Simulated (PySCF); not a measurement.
# Protonated Nitrous Oxide (HN₂O+): spin-spin couplings at several levels of theory, part 2 of 2

PySCF 2.14.0. Atoms count from 0. Earlier steps stand in the parts before.

### 11 J couplings: B3LYP/pcJ-0

Job settings and geometry (Å):

```
{"job": {"kind": "j", "xc": "B3LYP", "basis": "pcJ-0"}, "charge": 1, "multiplicity": 1}
N      1.589401    -0.163560    -0.299204
N      0.490544    -0.118454    -0.186193
O     -0.722414    -0.185606     0.076059
H     -1.253780     0.386720    -0.538482
```

Level: B3LYP/pcJ-0 indirect spin-spin coupling, non-relativistic, gas phase.

The log of the run:

```text
coarse grid: 3832 points
cycle   1  E = -184.3228354852  dE =  1.084e+00  |g| = 8.048e-01  |ddm| = 2.330e+00
cycle   2  E = -184.0611263232  dE =  2.617e-01  |g| = 1.500e+00  |ddm| = 1.562e+00
cycle   3  E = -184.4407293894  dE = -3.796e-01  |g| = 3.267e-01  |ddm| = 9.241e-01
cycle   4  E = -184.4545625242  dE = -1.383e-02  |g| = 1.951e-01  |ddm| = 3.272e-01
cycle   5  E = -184.4622953019  dE = -7.733e-03  |g| = 1.571e-02  |ddm| = 1.236e-01
cycle   6  E = -184.4623333619  dE = -3.806e-05  |g| = 3.467e-03  |ddm| = 1.284e-02
cycle   7  E = -184.4623361968  dE = -2.835e-06  |g| = 2.743e-04  |ddm| = 2.857e-03
final grid: 38568 points
cycle   8  E = -184.4441919055  dE = -3.887e-05  |g| = 2.944e-03  |ddm| = 6.062e-03
cycle   9  E = -184.4441907618  dE =  1.144e-06  |g| = 3.068e-03  |ddm| = 2.659e-03
cycle  10  E = -184.4441910449  dE = -2.831e-07  |g| = 2.653e-03  |ddm| = 3.260e-03
cycle  11  E = -184.4441924759  dE = -1.431e-06  |g| = 3.018e-04  |ddm| = 1.746e-03
cycle  12  E = -184.4441924897  dE = -1.376e-08  |g| = 1.120e-04  |ddm| = 2.003e-04
cycle  13  E = -184.4441924921  dE = -2.464e-09  |g| = 2.185e-06  |ddm| = 8.034e-05
cycle  14  E = -184.4441924921  dE = -2.643e-12  |g| = 2.652e-07  |ddm| = 3.572e-06
converged SCF energy = -184.4441924921

Indirect spin-spin couplings (Hz)
  i      j    bonds     total        FC       PSO       DSO        SD
  0 N    1 N    1    -27.183   -34.032     1.925     0.020     4.903
  0 N    2 O    2      2.515     0.324    -0.939    -0.071     3.201
  0 N    3 H    3      1.174     0.492    -0.005     0.405     0.281
  1 N    2 O    1    -65.456   -57.990    -5.433     0.064    -2.096
  1 N    3 H    2     -0.226    -0.788     0.410     0.263    -0.111
  2 O    3 H    1    -62.598   -60.008    -2.854    -0.402     0.667
```

It took 0.87 s on 1 thread of Arm Neoverse V2, shared host; peak memory 0.31 GiB.

In short: J(N1,O2) -65.5 Hz, J(O2,H3) -62.6 Hz, J(N0,N1) -27.2 Hz.

### 12 Indirect couplings: B3LYP/pcJ-2

Job settings and geometry (Å):

```
{"job": {"kind": "j", "xc": "B3LYP", "basis": "pcJ-2"}, "charge": 1, "multiplicity": 1}
N      1.589401    -0.163560    -0.299204
N      0.490544    -0.118454    -0.186193
O     -0.722414    -0.185606     0.076059
H     -1.253780     0.386720    -0.538482
```

Method: B3LYP/pcJ-2 indirect spin-spin coupling, non-relativistic, gas phase.

The log of the run:

```text
coarse grid: 3832 points
cycle   1  E = -184.8690156898  dE =  1.121e+00  |g| = 7.276e-01  |ddm| = 1.484e+00
cycle   2  E = -184.6642460359  dE =  2.048e-01  |g| = 1.366e+00  |ddm| = 8.028e-01
cycle   3  E = -184.9604983069  dE = -2.963e-01  |g| = 2.651e-01  |ddm| = 4.890e-01
cycle   4  E = -184.9682239837  dE = -7.726e-03  |g| = 1.679e-01  |ddm| = 1.682e-01
cycle   5  E = -184.9737070789  dE = -5.483e-03  |g| = 2.268e-02  |ddm| = 6.863e-02
cycle   6  E = -184.9737795650  dE = -7.249e-05  |g| = 4.032e-03  |ddm| = 9.687e-03
cycle   7  E = -184.9737832344  dE = -3.669e-06  |g| = 5.465e-04  |ddm| = 2.378e-03
final grid: 38568 points
cycle   8  E = -184.9721791460  dE = -6.117e-05  |g| = 2.761e-03  |ddm| = 1.659e-02
cycle   9  E = -184.9721780840  dE =  1.062e-06  |g| = 3.184e-03  |ddm| = 2.439e-03
cycle  10  E = -184.9721793482  dE = -1.264e-06  |g| = 2.068e-03  |ddm| = 2.083e-03
cycle  11  E = -184.9721801068  dE = -7.586e-07  |g| = 5.132e-04  |ddm| = 8.158e-04
cycle  12  E = -184.9721801465  dE = -3.977e-08  |g| = 1.802e-04  |ddm| = 2.161e-04
cycle  13  E = -184.9721801517  dE = -5.157e-09  |g| = 1.463e-05  |ddm| = 7.128e-05
cycle  14  E = -184.9721801517  dE = -3.692e-11  |g| = 1.895e-06  |ddm| = 7.955e-06
converged SCF energy = -184.9721801517

Indirect spin-spin couplings (Hz)
  i      j    bonds     total        FC       PSO       DSO        SD
  0 N    1 N    1    -10.236   -18.458     2.501     0.004     5.717
  0 N    2 O    2     -4.961    -6.699    -1.068    -0.079     2.885
  0 N    3 H    3     -0.985    -1.479    -0.300     0.437     0.358
  1 N    2 O    1    -52.513   -46.370    -4.250     0.049    -1.942
  1 N    3 H    2      1.703     1.468     0.034     0.305    -0.104
  2 O    3 H    1    -94.598   -90.215    -4.417    -0.217     0.251
```

Wall time 4.2 s (1 thread of Arm Neoverse V2, shared host); peak memory 0.57 GiB.

Key values: J(O2,H3) -94.6 Hz, J(N1,O2) -52.5 Hz, J(N0,N1) -10.2 Hz.

### 13 Spin-spin couplings: B3LYP/aug-cc-pVTZ-J

Job settings and geometry (Å):

```
{"job": {"kind": "j", "xc": "B3LYP", "basis": "aug-cc-pVTZ-J"}, "charge": 1, "multiplicity": 1}
N      1.589401    -0.163560    -0.299204
N      0.490544    -0.118454    -0.186193
O     -0.722414    -0.185606     0.076059
H     -1.253780     0.386720    -0.538482
```

Level: B3LYP/aug-cc-pVTZ-J indirect spin-spin coupling, non-relativistic, gas phase.

The log of the run:

```text
coarse grid: 3832 points
cycle   1  E = -184.8634024286  dE =  1.122e+00  |g| = 7.246e-01  |ddm| = 2.459e+00
cycle   2  E = -184.6603106617  dE =  2.031e-01  |g| = 1.361e+00  |ddm| = 1.288e+00
cycle   3  E = -184.9551385653  dE = -2.948e-01  |g| = 2.630e-01  |ddm| = 8.704e-01
cycle   4  E = -184.9627912465  dE = -7.653e-03  |g| = 1.663e-01  |ddm| = 3.104e-01
cycle   5  E = -184.9681697949  dE = -5.379e-03  |g| = 2.281e-02  |ddm| = 1.245e-01
cycle   6  E = -184.9682433877  dE = -7.359e-05  |g| = 4.032e-03  |ddm| = 1.902e-02
cycle   7  E = -184.9682470637  dE = -3.676e-06  |g| = 5.504e-04  |ddm| = 3.776e-03
final grid: 38568 points
cycle   8  E = -184.9654502596  dE = -1.050e-04  |g| = 3.035e-03  |ddm| = 6.238e-02
cycle   9  E = -184.9654492066  dE =  1.053e-06  |g| = 3.076e-03  |ddm| = 4.749e-03
cycle  10  E = -184.9654499692  dE = -7.627e-07  |g| = 2.455e-03  |ddm| = 4.063e-03
cycle  11  E = -184.9654510569  dE = -1.088e-06  |g| = 5.953e-04  |ddm| = 1.794e-03
cycle  12  E = -184.9654511119  dE = -5.502e-08  |g| = 1.993e-04  |ddm| = 4.202e-04
cycle  13  E = -184.9654511181  dE = -6.203e-09  |g| = 1.550e-05  |ddm| = 1.390e-04
cycle  14  E = -184.9654511182  dE = -4.354e-11  |g| = 1.928e-06  |ddm| = 1.275e-05
converged SCF energy = -184.9654511182

Indirect spin-spin couplings (Hz)
  i      j    bonds     total        FC       PSO       DSO        SD
  0 N    1 N    1    -11.235   -18.747     2.419     0.005     5.088
  0 N    2 O    2     -5.396    -6.865    -1.029    -0.078     2.576
  0 N    3 H    3     -1.030    -1.521    -0.281     0.434     0.338
  1 N    2 O    1    -52.946   -47.175    -4.063     0.051    -1.759
  1 N    3 H    2      1.780     1.546     0.037     0.302    -0.106
  2 O    3 H    1    -95.487   -91.407    -4.067    -0.236     0.223
```

It took 3.8 s on 1 thread of Arm Neoverse V2, shared host; peak memory 0.45 GiB.

Key values: J(O2,H3) -95.5 Hz, J(N1,O2) -52.9 Hz, J(N0,N1) -11.2 Hz.

### 14 Spin-spin couplings: B3LYP/6-31G-J

Job settings and geometry (Å):

```
{"job": {"kind": "j", "xc": "B3LYP", "basis": "6-31G-J"}, "charge": 1, "multiplicity": 1}
N      1.589401    -0.163560    -0.299204
N      0.490544    -0.118454    -0.186193
O     -0.722414    -0.185606     0.076059
H     -1.253780     0.386720    -0.538482
```

With the program's defaults for keys left out, this is: B3LYP/6-31G-J indirect spin-spin coupling, non-relativistic, gas phase.

The log of the run:

```text
coarse grid: 3832 points
cycle   1  E = -184.7323765209  dE =  1.233e+00  |g| = 7.208e-01  |ddm| = 2.401e+00
cycle   2  E = -184.4892857338  dE =  2.431e-01  |g| = 1.397e+00  |ddm| = 1.796e+00
cycle   3  E = -184.8321951183  dE = -3.429e-01  |g| = 3.101e-01  |ddm| = 9.455e-01
cycle   4  E = -184.8467715766  dE = -1.458e-02  |g| = 1.588e-01  |ddm| = 3.225e-01
cycle   5  E = -184.8517878921  dE = -5.016e-03  |g| = 1.832e-02  |ddm| = 1.095e-01
cycle   6  E = -184.8518507521  dE = -6.286e-05  |g| = 2.695e-03  |ddm| = 1.692e-02
cycle   7  E = -184.8518525972  dE = -1.845e-06  |g| = 2.638e-04  |ddm| = 3.172e-03
final grid: 38568 points
cycle   8  E = -184.8260132742  dE = -3.968e-05  |g| = 2.954e-03  |ddm| = 1.400e-02
cycle   9  E = -184.8260128680  dE =  4.062e-07  |g| = 2.920e-03  |ddm| = 4.229e-03
cycle  10  E = -184.8260144117  dE = -1.544e-06  |g| = 1.126e-03  |ddm| = 2.726e-03
cycle  11  E = -184.8260146280  dE = -2.163e-07  |g| = 1.281e-04  |ddm| = 7.053e-04
cycle  12  E = -184.8260146310  dE = -2.974e-09  |g| = 4.714e-05  |ddm| = 1.164e-04
cycle  13  E = -184.8260146314  dE = -3.797e-10  |g| = 1.505e-05  |ddm| = 4.066e-05
converged SCF energy = -184.8260146314

Indirect spin-spin couplings (Hz)
  i      j    bonds     total        FC       PSO       DSO        SD
  0 N    1 N    1    -19.997   -26.435     1.513     0.022     4.903
  0 N    2 O    2     -5.635    -7.183    -1.252    -0.070     2.870
  0 N    3 H    3     -0.571    -1.363     0.081     0.404     0.308
  1 N    2 O    1    -69.373   -62.700    -4.863     0.068    -1.877
  1 N    3 H    2      1.452     0.894     0.401     0.266    -0.110
  2 O    3 H    1    -81.730   -78.840    -2.945    -0.411     0.465
```

Run time: 0.9 s. Hardware: 1 thread of Arm Neoverse V2, shared host; peak memory 0.3 GiB.

This run: J(O2,H3) -81.7 Hz, J(N1,O2) -69.4 Hz, J(N0,N1) -20.0 Hz.

### 15 Side by side: spin-spin couplings

Couplings (Hz), with basis size and wall time:

```
                run   O2–H3  N1–O2  N0–N1  N0–O2  functions    time
          LDA/pcJ-1   -79.5  -47.5  -14.6   -6.9         91   1.4 s
          PBE/pcJ-1   -81.8  -49.1  -12.9   -6.6         91     2 s
          KT2/pcJ-1   -79.3  -54.7  -16.2   -6.2         91   2.2 s
         PBE0/pcJ-1   -89.0  -50.1   -6.3   -4.7         91   1.6 s
        B97-2/pcJ-1   -87.0  -48.1   -6.9   -4.8         91   1.7 s
    CAM-B3LYP/pcJ-1   -94.4  -50.6   -4.6   -4.2         91     2 s
    BHandHLYP/pcJ-1  -104.1  -53.2    4.1   -2.0         91   1.8 s
        B3LYP/pcJ-0   -62.6  -65.5  -27.2    2.5         42  0.87 s
        B3LYP/pcJ-2   -94.6  -52.5  -10.2   -5.0        177   4.2 s
B3LYP/aug-cc-pVTZ-J   -95.5  -52.9  -11.2   -5.4        158   3.8 s
      B3LYP/6-31G-J   -81.7  -69.4  -20.0   -5.6         40   0.9 s
```

### 16 Outcome

This closing draws on all 2 parts.

| quantity | value |
| --- | --- |
| point group | Cs |
| rotational constants (main isotopes) | 643.39, 11.59, 11.39 GHz |
| largest coupling of the table (LDA/pcJ-1) | ¹J(O,H) O2–H3, -79.5 Hz |
| range of J(O2,H3), mean over like pairs | -104.1 to -62.6 Hz |
| property runs in this session | 12, of which 0 failed and 1 gave unsound results |

Single values in the summary come from the first run of each kind that ended normally (LDA/pcJ-1), which need not be the best level. The start was shaken at random, so part of the energy gained undoes that. Relaxing lowered the energy by 0.598 eV in 4 steps; the close pair that moved most is O2–H3, from 0.887 to 0.994 Å. In the run at LDA/pcJ-1, the largest coupling of the table is O2–H3, -79.5 Hz, of which the Fermi-contact term gives -74.9 Hz. The coupling O2–H3, as a mean over pairs of its kind, runs from -104.1 Hz (BHandHLYP/pcJ-1) to -62.6 Hz (B3LYP/pcJ-0).
